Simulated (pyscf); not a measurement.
PySCF, gas phase, ωB97X-D3(BJ)/def2-SVP geometries.

Q: For the elementary gas-phase step `[OH][Si]([OH])([OH])[F]` + `[NH3]` → `[NH2][Si]([OH])([OH])[OH]` + `[FH]` (singlet surface; F–Si, H–N broken, N–Si, F–H formed), what barrier and reaction energy does ωB97M-D3(BJ)/def2-TZVP give, measured from the separated reactants?

A: ΔE‡ = 75.3 kJ/mol, ΔE = +88.7 kJ/mol. Zero-point energy shifts the barrier by +10.9 kJ/mol. It is a four-centre exchange, with an imaginary mode of 280i cm⁻¹. On the reactant side the descent ends in an adduct with a N–Si contact, 10.1 kJ/mol over the separated species and 62.6 kJ/mol under the saddle at ωB97X-D3(BJ)/def2-TZVP. On the product side the descent ends in a bound adduct, 55.3 kJ/mol under the separated species and 42.3 kJ/mol under the saddle at ωB97X-D3(BJ)/def2-TZVP. At ωB97M-D3(BJ) the saddle lies under the separated products, which points to a path from their complex (located at ωB97X-D3(BJ) alone), and parting the products costs more than the saddle. What is counted as formed (N–Si) is already present as a longer contact in the reactant adduct; forming that adduct is a step of its own. This is the saddle that the search found; another between the same sides may lie lower.
